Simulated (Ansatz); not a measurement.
This geometry of C₄H₆O₂ (12 atoms, charge 0, multiplicity 1) is a first-order saddle point.

Theory: RKS CAM-B3LYP/STO-3G in Ansatz.

```xyz
12
Properties=species:S:1:pos:R:3
C -0.183 -1.434 1.121
C 0.367 -0.420 0.446
O 1.425 0.377 0.992
C -0.164 0.084 -0.913
C -0.705 1.542 -0.774
O -1.837 1.908 -1.137
H -1.037 -1.987 0.726
H 0.211 -1.748 2.090
H 2.264 -0.135 0.713
H 0.660 0.097 -1.647
H -0.960 -0.575 -1.287
H 0.037 2.235 -0.298
```

Which two structures does it join? (They come from a converged band through this point; their orientation in space is the band's.)

No bond is made or broken. The dihedral C1–C2–O3–H9 goes from 0 to 173°.

First end point:

```xyz
12
Properties=species:S:1:pos:R:3
C 0.016 -1.508 0.960
C 0.452 -0.443 0.274
O 1.610 0.297 0.580
C -0.258 0.152 -0.952
C -0.792 1.587 -0.641
O -1.962 1.957 -0.841
H -0.893 -2.031 0.670
H 0.556 -1.888 1.829
H 1.977 -0.172 1.408
H 0.465 0.231 -1.782
H -1.088 -0.496 -1.263
H -0.006 2.260 -0.209
```

Last end point:

```xyz
12
Properties=species:S:1:pos:R:3
C -0.136 -1.540 1.073
C 0.457 -0.553 0.389
O 1.693 -0.037 0.845
C -0.162 0.102 -0.861
C -0.733 1.521 -0.530
O -1.900 1.875 -0.773
H -1.103 -1.936 0.767
H 0.333 -1.968 1.959
H 1.982 0.596 0.101
H 0.606 0.210 -1.648
H -0.972 -0.527 -1.252
H 0.011 2.201 -0.036
```

How far does it lie above each of them?

0.37 eV above the first and 0.22 eV above the second. This is the barrier of this one path; another mechanism may lie lower. Limits of this set-up: minimal basis.

Run time: 98 s on 1 thread of AMD EPYC 7R43 64-Core Processor (Zen 3), with other jobs on the host, peak memory 0.15 GiB.
